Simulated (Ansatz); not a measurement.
The input, for Ansatz 0.2.0:

```yaml
crystal:
  periodic: [false, false, false]
  atoms:
    - {symbol: B, position_ang: [0.000000, -0.091127, 0.000000]}
    - {symbol: H, position_ang: [0.000000, 0.488707, -1.226712]}
    - {symbol: H, position_ang: [0.000000, 0.488707, 1.226712]}
basis:
  gaussian: {orbitals: def2-mTZVP, fitting: {mean_field: def2-universal-jkfit}}
magnetization: {spin_polarized: false, initial_magnetization: 1}
correlation: {method: fci, electrons: outside_noble_gas}
```

```sh
$ ansatz run in.yaml --threads 1 --pin off --events-out ev --progress --plain --max-ram 2393MiB
```

Task: Roughly how long does this take on 1 thread of Intel Xeon Platinum 8375C, shared host, and how much host memory?

Result: 1.3 s wall and 0.14 GiB.

```
111 factors; integrals over basis functions are off by at most 7.1e-1 eV
mean field evaluation 1: about -699.3487 eV, gradient 8.4e0 eV
mean field evaluation 2: about -700.1001 eV, gradient 3.0e0 eV
mean field evaluation 4: about -700.2004 eV, gradient 1.5e-1 eV
mean field evaluation 8: about -700.0821 eV, gradient 1.7e0 eV
mean field -700.20058952 eV, -25.7318970518 hartree, gradient 2.9e-6 eV, S^2 0.750000; 2 other end points of the search recorded, 0 dependent functions left out
mean field evaluation 16: about -700.2005 eV, gradient 8.9e-1 eV
1 core orbitals not correlated: weight in the atoms' cores, before any rotation towards them, 1.000 or more for the frozen orbitals, at most 0.000 for the correlated occupied ones
reference -700.20058952 eV, -25.7318970518 hartree; 3, 2 occupied and 21, 22 virtual orbitals, 111 factors
state -702.31007153 eV, -25.8094190859 hartree
Total energy: -702.31007153 eV, -25.8094190859 hartree
```
